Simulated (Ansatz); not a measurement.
**NaH₂− (singlet): wave-function methods side by side at distance Na1–H2 = 3.271 Å, aug-cc-pVTZ**

The task here is to estimate one member of a computed series from the others.

The runs use Ansatz 0.2.0, Gaussian basis; aug-cc-pVTZ, core rule «outside noble gas», up to 5 orbitals frozen.

The runs, in order: UHF; CCSD(T) on RHF; BCCD(T) on RHF; CCSDT(Q) on RHF; Full CI.

27 further runs of the same task are left out: 11 for a known fault of the program, 1 for a mislabelled method, 7 that didn't finish, 8 set aside as unsound or not needed.

## What is computed

The geometry derives from a PBE0/def2-TZVPD stationary point (not a proven minimum). One bond is set to the value named and the two fragments are kept rigid.

3 atoms, charge -1, spin multiplicity 1.

Atoms are counted from 1 here; the program's logs count them from 0.

Bond lengths: Na1–H3 2.066 Å.

As a file:

```xyz
3
charge -1, multiplicity 1
Na    0.00000    0.00000    0.40175
H     0.00000    0.00000   -2.86925
H     0.00000    0.00000    2.46751
```

Set-up of the first run:

Contents of in.yaml:

```yaml
crystal:
  periodic: [false, false, false]
  atoms:
    - {symbol: Na, position_ang: [0.000000, 0.000000, 0.401747]}
    - {symbol: H, position_ang: [0.000000, 0.000000, -2.869253]}
    - {symbol: H, position_ang: [0.000000, 0.000000, 2.467507]}
basis:
  gaussian: {orbitals: aug-cc-pVTZ}
total_charge: -1
magnetization: {spin_polarized: true, initial_magnetization: 0}
hamiltonian: {xc: hf}
output: {orbitals: {seedname: orbitals}}
```

Run with:

```sh
$ ansatz run in.yaml --threads 1 --pin off --events-out ev --progress --plain --max-ram 2393MiB
```

Among the steps run: UHF; CCSD(T) on RHF; BCCD(T) on RHF; CCSDT(Q) on RHF; Full CI.

One of the session's tables, all rows but one given; the rest of the session is left out.

| method | from FCI (kcal/mol) |
| --- | --- |
| RHF | +47.41 |
| RMP2 | +11.87 |
| RCCSD | +0.19 |
| RCCSD(T) | +0.07 |
| BCCD(T) | +0.07 |
| RCCSDT | ? |
| RCCSDT(Q) | 0.00 |
| FCI | 0 |

Estimate the missing values for RCCSDT.

As computed: from FCI (kcal/mol): +0.01. In the column «from FCI (kcal/mol)» it lies between FCI (0) and RCCSD(T) (+0.07).
